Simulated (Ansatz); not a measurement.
Basis sets over 8 cases of the dipole moment at HF with Ansatz (Al to Cl present), each against its own reference: (a) the value in aug-cc-pV5Z; (b) the value in aug-pcseg-3 (pcseg sets are built for DFT). By their distance from other large sets or by the extrapolation step the references are unsure by up to roughly 0.013 D. B3LYP-D3(BJ)/def2-TZVP geometries; no added dispersion term; no relativity. (X+d) sets on Al to Cl for cc-pVXZ and aug-cc-pVXZ. 

Cases are drawn at random; left out are references unsure by over 0.033 D, dipoles under 0.05 D, doubtful singlets, and cases whose largest runs show a restricted determinant unstable towards unrestricted orbitals, <S^2> over 0.1 too high or, where CCSD(T) ran, T1 over 0.025 (0.045 for open shells). Sets are drawn from those converged to one state in every case.

Cases (SMILES) and reference values:
- P (PH3): 0.659 D (b)
- [Si-]#[O+] (O-Si): 3.755 D (b)
- [Cl][Al] (Al-Cl) (closed-shell singlet): 1.686 D (b)
- ClO (OH-Cl): 1.620 D (b)
- ClF (F-Cl): 1.157 D (b)
- Cl (HCl): 1.188 D (a)
- S (H2S): 1.066 D (b)
- [S+]#[C-] (C-S): 1.660 D (b)

```json
[
 {"basis": "def2-SV(P)", "functions over def2-SVP (largest species, mean of cases)": "0.9", "mean signed deviation (D)": "0.075", "mean absolute": "0.246", "largest": "0.370", "within 0.1 D": "0 of 8"},
 {"basis": "def2-SVPD", "functions over def2-SVP (largest species, mean of cases)": "1.5", "mean signed deviation (D)": "0.034", "mean absolute": "0.040", "largest": "0.083", "within 0.1 D": "8 of 8"},
 {"basis": "aug-cc-pVDZ", "functions over def2-SVP (largest species, mean of cases)": "1.8", "mean signed deviation (D)": "0.010", "mean absolute": "0.029", "largest": "0.057", "within 0.1 D": "8 of 8"},
 {"basis": "6-311++G(2d,2p)", "functions over def2-SVP (largest species, mean of cases)": "1.9", "mean signed deviation (D)": "0.054", "mean absolute": "0.054", "largest": "0.107", "within 0.1 D": "7 of 8"},
 {"basis": "def2-TZVPD", "functions over def2-SVP (largest species, mean of cases)": "2.5", "mean signed deviation (D)": "0.000", "mean absolute": "0.006", "largest": "0.013", "within 0.1 D": "8 of 8"},
 {"basis": "jun-cc-pV(T+d)Z", "functions over def2-SVP (largest species, mean of cases)": "2.7", "mean signed deviation (D)": "0.004", "mean absolute": "0.010", "largest": "0.015", "within 0.1 D": "8 of 8"},
 {"basis": "def2-TZVPPD", "functions over def2-SVP (largest species, mean of cases)": "2.9", "mean signed deviation (D)": "0.000", "mean absolute": "0.006", "largest": "0.015", "within 0.1 D": "8 of 8"},
 {"basis": "aug-cc-pVTZ", "functions over def2-SVP (largest species, mean of cases)": "3.3", "mean signed deviation (D)": "0.001", "mean absolute": "0.008", "largest": "0.015", "within 0.1 D": "8 of 8"},
 {"basis": "def2-QZVPP", "functions over def2-SVP (largest species, mean of cases)": "4.2", "mean signed deviation (D)": "0.009", "mean absolute": "0.019", "largest": "0.035", "within 0.1 D": "8 of 8"},
 {"basis": "def2-QZVP", "functions over def2-SVP (largest species, mean of cases)": "4.2", "mean signed deviation (D)": "0.009", "mean absolute": "0.019", "largest": "0.035", "within 0.1 D": "8 of 8"}
]
```

Among the sets for which every case ran a larger relative (same family, alike in diffuse functions, listed or not), the smallest listed that holds all cases within 0.1 D together with them is def2-SVPD, at 1.5 times the functions of def2-SVP. Inside, though some case ran no larger relative to test it: def2-QZVPP, def2-QZVP. Largest deviations of relatives not listed, over the cases that ran them: def2-QZVPPD 0.013, aug-cc-pV5Z 0.000, aug-cc-pVQZ 0.014 D. These figures hold for the cases listed.

Ansatz is a first-principles code.
